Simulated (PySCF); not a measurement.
# Working out the ionisation energy of B

B [He] 2s2 2p1 (2P) → B+ [He] 2s2 (1S). All numbers are calculated (PySCF 2.14, no relativity, point nucleus, in cc-pVTZ (4s3p2d1f, 30 functions)). Frozen: 1s2. Energies in hartree (1 hartree = 27.21139 eV):

```csv
part,B (lower),B+ (upper)
UHF,-24.532068,-24.236682
CCSD correlation,-0.064718,-0.059771
(T),-0.001315,0.000000
```

**Question.** What does Hartree-Fock give?

**Answer.** (-24.236682) − (-24.532068) = 0.295386 hartree = 8.038 eV.

**Question.** What do CCSD and CCSD(T) give?

**Answer.** The CCSD correlation energies differ by 0.004947 hartree = 0.135 eV and the triples by 0.001315 hartree = 0.036 eV, so CCSD gives 8.173 eV and CCSD(T) 8.209 eV.

Measured between the centres of the two terms (NIST): 8.297 eV, so CCSD(T) (valence) is off by -0.088 eV.

The coupled-cluster amplitudes are large, so a single reference is strained.

What remains against the reference includes basis incompleteness, the frozen core and higher excitations.
